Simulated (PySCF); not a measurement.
CH₃S, SMILES C[S], multiplicity 2. Coordinates come from a B3LYP-D3(BJ)/def2-TZVP optimisation. The isomer is the one that the SMILES or the coordinates give; other isomers of the formula were not compared.

Problem. Give the equilibrium geometry at B3LYP-D3(BJ)/def2-TZVP (PySCF confirms it by a frequency run) as bond lengths and angles, and its point group. (An estimate is asked for; the answer gives what the named calculation found.)

Solution. point group Cs.
Atoms: C1 S2 H3 H4 H5. Bonds (Å): C1–S2 1.797, C1–H3 1.089, C1–H4 1.095, C1–H5 1.089. Angles (°): S2–C1–H3 111.7, S2–C1–H4 106.4, S2–C1–H5 111.7, H3–C1–H4 107.9, H3–C1–H5 110.9, H4–C1–H5 107.9.
Charge 0, spin multiplicity 2.
